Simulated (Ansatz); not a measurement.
# Isomers

Structures of BSiH6S (charge +1), singlet, relaxed at PBE0-D4/def2-TZVP (vibrations not checked; lower isomers may exist, and structures with a doubtful reference or unclear bonds are left out). Computed with Ansatz 0.2.0 (basis: def2-TZVPP); correlated methods freeze the cores. B3LYP uses VWN-RPA correlation.

Problem. Rank them by CCSD(T) energy, lowest first, and give each one's height above the lowest. Links in brackets join atoms within 1.22 times the sum of their covalent radii (1.1 for two metals). (Judge from chemistry; the value comes from the calculation.)
A.
BSiH₆S ([BH2][SH][SiH3]), total charge +1
```
9
angstrom
Si -0.6981 1.1887 -0.7287
B 0.8524 -1.0419 1.1452
S -0.5636 -0.9767 -0.0369
H -1.6644 1.0555 -1.8324
H 0.6741 1.5569 -1.1179
H -1.1986 1.7960 0.5163
H -0.0834 -1.6316 -1.1143
H 0.7982 -0.2397 2.0146
H 1.6559 -1.8931 0.9798
```
B.
BSiH₆S ([SH2][SiH]1[H][BH2]1), total charge +1
```
9
angstrom
B -1.2114 0.5483 -1.2469
Si 0.2612 0.5304 -0.0535
S 0.0367 -1.1456 1.5263
H -1.8438 -0.4509 -1.3558
H -1.2327 1.5122 -1.9427
H 0.9492 1.5364 0.7888
H -1.3314 0.9968 0.0663
H 0.2896 -2.1999 0.7197
H 1.2877 -1.1061 2.0358
```
C.
BSiH₆S ([BH2][SiH2][SH2]), total charge +1
```
9
angstrom
B -1.1666 0.6358 -1.2397
Si 0.4658 0.5717 -0.0658
S 0.0636 -1.0510 1.5299
H -2.0810 -0.1119 -1.1014
H -1.1704 1.4650 -2.0930
H 0.6677 1.7005 0.8698
H 1.7272 0.0968 -0.6768
H 0.1815 -2.1424 0.7437
H 1.3122 -1.1646 2.0333
```

Solution. Computed: A (0.00 kcal/mol), C (17.97 kcal/mol), B (31.11 kcal/mol). Heights count from the lowest.

Problem. Do PBE-D4, r2SCAN-D4, PBE0-D4, B3LYP-D4, wB97M-V, HF, MP2 give the same order? (A judgement: the text doesn't fix the answer.)

Solution. By the calculation: All do.

The T1 diagnostic stays at or below 0.014.

For scale, one of the runs: CCSD(T)/def2-TZVPP, 199 basis functions, launched by `ansatz run in.yaml --threads 2 --pin off --events-out ev --progress --plain --max-ram 4352MiB`. The run took 42 s on 2 CPU threads of an Arm Neoverse V1 (shared host), with 2.2 GiB of host memory at its peak.
